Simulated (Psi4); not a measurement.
# A workflow on CH3AlO (SMILES [CH3][Al]=[O])

We compute a geometry optimisation (B3LYP-D4/pcseg-1), then the harmonic vibrations, then a single-point energy (CCSD(T)/cc-pVDZ) of CH3AlO. 

The calculation is run with Psi4 1.11.

**1. The molecule**

The species is CH3AlO (6 atoms), meant as a singlet with charge 0. As SMILES, `[CH3][Al]=[O]`. All atoms were displaced at random from a relaxed shape. The run starts from this shape.

Bond lengths: C1–Al2 1.978 Å, Al2–O3 1.637 Å, C1–H4 1.029 Å, C1–H5 1.166 Å, C1–H6 1.133 Å. Angles: C1–Al2–O3 178.1°, Al2–C1–H4 111.0°, Al2–C1–H5 110.0°, Al2–C1–H6 107.9°, H4–C1–H5 116.1°, H4–C1–H6 111.8°, H5–C1–H6 99.3°.

**2. A structure relaxation at B3LYP-D4/pcseg-1 (density fitting) (run 1)**

Input file job.inp:

```
memory 1600 mb

molecule {
  0 1
  C     -0.383193     0.577653    -0.298499
  Al     0.770624    -0.783126     0.555749
  O      1.682206    -1.934466     1.279959
  H      0.061659     1.505216    -0.276039
  H     -1.463243     0.516683     0.137340
  H     -0.593989     0.238335    -1.358864
  symmetry c1
}

set reference rks
set geom_maxiter 60

optimize("b3lyp-d4/pcseg-1")
print_variables()
```

Launch:

```sh
$ psi4 job.inp job.out -n 1
```

job.out:

```text
[...]
  Running in c1 symmetry.
[...]
  Nuclear repulsion =   82.101454222274270
[...]
  Multiplicity = 1
[...]
  Nalpha       = 15
  Nbeta        = 15
[...]
    Number of basis functions: 61
[...]
   @DF-RKS iter   1:  -356.86538151394439   -1.91064e-01   1.95747e-02 ADIIS/DIIS
[...]
   @DF-RKS iter   7:  -357.55724610482895   -3.41061e-13   1.49368e-09 DIIS
[...]
    Orbital Energies [Eh]
    ---------------------
    Doubly Occupied:
       1A    -56.026461     2A    -19.051174     3A    -10.203333
       4A     -4.146276     5A     -2.703800     6A     -2.703800
       7A     -2.696280     8A     -0.851473     9A     -0.726558
      10A     -0.442778    11A     -0.442770    12A     -0.387169
      13A     -0.290997    14A     -0.259081    15A     -0.259081
[...]
  @DF-RKS Final Energy:  -357.55724610482895
   => Energetics <=
    Nuclear Repulsion Energy =             83.2519941212675150
    One-Electron Energy =                -659.6922440598980302
    Two-Electron Energy =                 246.1795774493402575
    DFT Exchange-Correlation Energy =     -27.2916223991655720
    Empirical Dispersion Energy =          -0.0049512163731044
    VV10 Nonlocal Energy =                  0.0000000000000000
    Total Energy =                       -357.5572461048288915
[...]
 Multipole Moments:
 ------------------------------------------------------------------------------------
     Multipole            Electronic (a.u.)      Nuclear  (a.u.)        Total (a.u.)
 ------------------------------------------------------------------------------------
 L = 1.  Multiply by 2.5417464519 to convert [e a0] to [Debye]
 Dipole X            :          2.4683462           -3.7569794           -1.2886333
 Dipole Y            :         -2.8361070            4.3173233            1.4812163
 Dipole Z            :          1.8742175           -2.8531595           -0.9789420
 Magnitude           :                                                    2.1938334
[...]
  -Total Gradient:
     Atom            X                  Y                   Z
    ------   -----------------  -----------------  -----------------
       1       -0.000027057580     0.000010121129    -0.000028985514
       2        0.000008512226     0.000000283641     0.000009167544
       3       -0.000002476447    -0.000000730344    -0.000000973056
       4        0.000011536147    -0.000000748997     0.000006647856
       5        0.000004003938    -0.000006779484     0.000009532318
       6        0.000003619421    -0.000000418861     0.000002944561
[...]
    Final optimized geometry and variables:
    Molecular point group: c1
    Full point group: C1
    Geometry (in Angstrom), charge = 0, multiplicity = 1:
    C           -1.096595260482     1.260136457869    -0.832877386992
    AL           0.046529279814    -0.053383515332     0.035267303820
    O            0.994152910031    -1.142567967661     0.755176630366
    H           -0.644311531073     2.259069474581    -0.777480473509
    H           -2.079402835894     1.296157089440    -0.344747376598
    H           -1.242925890199     1.003113251162    -1.890222824638
  Variable Map:
  ----------------------------------------------------------------------------
  "B3LYP-D4(BJ,EEQ)ATM DISPERSION CORRECTION ENERGY" =>      -0.004951216373
  "CURRENT ENERGY"                                   =>    -357.557246104829
[...]
```

On the terminal:

```text
Optimizer: Optimization complete!
```

Wall time 18 s (1 thread of AMD EPYC 9R45 (Zen 5), shared host); peak memory 0.46 GiB.

Step by step:

| step | energy from the first frame kept (eV) | largest force (eV/Å) |
| --- | --- | --- |
| 0 | 0.0000 | 4.8555 |
| 1 | -0.2441 | 0.7080 |
| 2 | -0.2571 | 0.1366 |
| 3 | -0.2580 | 0.0309 |
| 4 | -0.2582 | 0.0150 |
| 5 | -0.2583 | 0.0156 |
| 6 | -0.2583 | 0.0109 |
| 7 | -0.2584 | 0.0033 |
| 8 | -0.2584 | 0.0021 |

After the run. Bond lengths: C1–Al2 1.946 Å, Al2–O3 1.613 Å, C1–H4 1.098 Å, C1–H5 1.098 Å, C1–H6 1.098 Å. Angles: C1–Al2–O3 180.0°, Al2–C1–H4 110.5°, Al2–C1–H5 110.5°, Al2–C1–H6 110.5°, H4–C1–H5 108.4°, H4–C1–H6 108.4°, H5–C1–H6 108.5°.

**3. The harmonic vibrations at B3LYP-D4/pcseg-1 (density fitting) (run 2)**

Input file ch3alo.dat:

```
memory 1600 mb

molecule mol {
  0 1
  C     -0.73349531     0.98480998    -0.58419560
  Al     1.42669787    -1.49738308     1.05635879
  O      3.21744770    -3.55564443     2.41679153
  H      0.12119759     2.87251977    -0.47951233
  H     -2.59073137     1.05287981     0.33823641
  H     -1.01001893     0.49910691    -2.58228996
  units bohr
}

set {
  t                          298.15
  rotational_symmetry_number 3
}

e, wfn = frequencies('b3lyp-d4/pcseg-1', return_wfn=True)
print_variables()
```

Launch:

```sh
$ psi4 -i ch3alo.dat -o ch3alo.out -n 1
```

ch3alo.out, cut to the lines that bear on the results:

```text
[...]
  Running in c1 symmetry.
[...]
  Nuclear repulsion =   83.251973245798666
[...]
  Multiplicity = 1
[...]
  Nalpha       = 15
  Nbeta        = 15
[...]
    Number of basis functions: 61
[...]
   @DF-RKS iter   1:  -356.87404751747260   -1.61976e-01   1.96745e-02 DIIS/ADIIS
[...]
   @DF-RKS iter  12:  -357.55724336852336   -4.60432e-12   2.44016e-09 DIIS
[...]
  @DF-RKS Final Energy:  -357.55724336852336
   => Energetics <=
    Nuclear Repulsion Energy =             83.2428818729959374
    One-Electron Energy =                -659.6751704385296762
    Two-Electron Energy =                 246.1708817667580718
    DFT Exchange-Correlation Energy =     -27.2908852900792702
    Empirical Dispersion Energy =          -0.0049512796684481
    VV10 Nonlocal Energy =                  0.0000000000000000
    Total Energy =                       -357.5572433685234159
[...]
 Multipole Moments:
[...]
  -Total Gradient:
     Atom            X                  Y                   Z
    ------   -----------------  -----------------  -----------------
       1        0.000449595500     0.000221334360     0.000715204133
       2       -0.000020528374     0.000005596974     0.000038046851
       3        0.000001096671     0.000001278123    -0.000006434914
       4        0.000001374208    -0.000005379116     0.000005629801
       5       -0.000409366004     0.000025963024     0.000399804022
       6       -0.000023867318    -0.000246980874    -0.001154555125
[...]
  ==> Harmonic Vibrational Analysis <==
[...]
  Freq [cm^-1]                 157.3871            157.7522            576.0083
[...]
  IR activ [km/mol]            40.9363             40.9587              3.4396
[...]
  Freq [cm^-1]                 697.4864            697.6059           1108.1652
[...]
  IR activ [km/mol]            39.1450             39.1095             45.4243
[...]
  Freq [cm^-1]                1225.2370           1442.1075           1442.3413
[...]
  IR activ [km/mol]            12.8104              8.4111              8.4193
[...]
  Freq [cm^-1]                3037.1617           3134.8264           3134.9641
[...]
  IR activ [km/mol]             0.7515              0.0337              0.0343
[...]
  Total E_0, Enthalpy at 0 [K]                                                         -357.51894773 [Eh]
[...]
  Total H, Enthalpy at  298.15 [K]                                                     -357.51345770 [Eh]
[...]
```

Standard output:

```text
Warning: used thermodynamics relations inappropriate for low-frequency modes: ['157.3871' '157.7522' '576.0083']
```

Wall time 70 s (1 thread of AMD EPYC 9R45 (Zen 5), shared host); peak memory 0.44 GiB.

**4. A single-point energy at CCSD(T)/cc-pVDZ (run 3)**

Input file input.in:

```
memory 1.6 GB

molecule {
  C     -0.388149     0.521139    -0.309143
  Al     0.754976    -0.792381     0.559001
  O      1.702600    -1.881566     1.278911
  H      0.064135     1.520072    -0.253747
  H     -1.370956     0.557160     0.178987
  H     -0.534479     0.264116    -1.366489
}

set {
  basis cc-pVDZ
  scf_type pk
  freeze_core true
}

energy("ccsd(t)")
print_variables()
```

Launch:

```sh
$ psi4 -n 1 input.in input.out
```

input.out:

```text
[...]
  Running in c1 symmetry.
[...]
  Nuclear repulsion =   83.251973256670439
[...]
  Multiplicity = 1
[...]
  Nalpha       = 15
  Nbeta        = 15
[...]
    Number of basis functions: 61
[...]
   @RHF iter   1:  -356.09024583292705   -9.58631e-01   1.22301e-02 ADIIS/DIIS
[...]
   @RHF iter  11:  -356.36943569430423   -4.88853e-12   8.10225e-09 DIIS
[...]
    Orbital Energies [Eh]
    ---------------------
    Doubly Occupied:
       1A    -58.484191     2A    -20.462767     3A    -11.261767
       4A     -4.905255     5A     -3.218810     6A     -3.218810
       7A     -3.216966     8A     -1.146260     9A     -0.971058
      10A     -0.592337    11A     -0.592326    12A     -0.517109
      13A     -0.425500    14A     -0.382756    15A     -0.382756
[...]
  @RHF Final Energy:  -356.36943569430423
   => Energetics <=
    Nuclear Repulsion Energy =             83.2519732566704391
    One-Electron Energy =                -659.6854778806822424
    Two-Electron Energy =                 220.0640689297075596
    Total Energy =                       -356.3694356943042294
[...]
 Multipole Moments:
 ------------------------------------------------------------------------------------
     Multipole            Electronic (a.u.)      Nuclear  (a.u.)        Total (a.u.)
 ------------------------------------------------------------------------------------
 L = 1.  Multiply by 2.5417464519 to convert [e a0] to [Debye]
 Dipole X            :          2.2735571           -3.7569794           -1.4834223
 Dipole Y            :         -2.6121934            4.3173242            1.7051308
 Dipole Z            :          1.7262170           -2.8531596           -1.1269426
 Magnitude           :                                                    2.5254727
[...]
      * MP2 total energy                      = -356.780902638512146
[...]
      * CCSD total energy                     = -356.794574048944810
[...]
      * CCSD(T) total energy                  = -356.810595000074670
[...]
```

It took 6 s on 1 thread of AMD EPYC 9R45 (Zen 5), shared host; peak memory 0.31 GiB.

**5. Summary of results**

```
                                                                          quantity             value
                                  run 1, B3LYP-D4/pcseg-1: total energy at the end     -357.55725 Eh
                                            run 1, B3LYP-D4/pcseg-1: dipole moment            5.58 D
                                              run 1, B3LYP-D4/pcseg-1: HOMO energy          -7.05 eV
                                              run 1, B3LYP-D4/pcseg-1: LUMO energy          -1.86 eV
                                            run 1, B3LYP-D4/pcseg-1: HOMO–LUMO gap           5.19 eV
                                        run 1, B3LYP-D4/pcseg-1: dispersion energy     -13.00 kJ/mol
                               run 2, B3LYP-D4/pcseg-1: lowest harmonic wavenumber          157 cm⁻¹
                              run 2, B3LYP-D4/pcseg-1: highest harmonic wavenumber         3135 cm⁻¹
                                        run 2, B3LYP-D4/pcseg-1: zero-point energy      100.6 kJ/mol
run 2, B3LYP-D4/pcseg-1: ideal-gas entropy at 298.15 K (symmetry number 3 as used)  64.3 cal/(mol K)
                                              run 3, CCSD(T)/cc-pVDZ: total energy     -356.81060 Eh
                       run 3, CCSD(T)/cc-pVDZ: HOMO energy (Hartree–Fock orbitals)         -10.42 eV
                       run 3, CCSD(T)/cc-pVDZ: LUMO energy (Hartree–Fock orbitals)           1.70 eV
                     run 3, CCSD(T)/cc-pVDZ: HOMO–LUMO gap (Hartree–Fock orbitals)          12.11 eV
               run 3, CCSD(T)/cc-pVDZ: correlation energy (7 core orbitals frozen)        -441.2 mEh
                                            run 3, CCSD(T)/cc-pVDZ: (T) correction        -16.02 mEh
                                             run 3, CCSD(T)/cc-pVDZ: T1 diagnostic             0.029
```

The optimisation (run 1, B3LYP-D4/pcseg-1) took 9 steps and changed the energy by -0.258 eV. All 12 modes (run 2, B3LYP-D4/pcseg-1) are real, so the shape is a minimum at this level. The T1 diagnostic (run 3, CCSD(T)/cc-pVDZ) of 0.029 is above the customary mark for such species, so a single reference may not serve. The triples (run 3, CCSD(T)/cc-pVDZ) make up 3.6 % of the correlation energy.
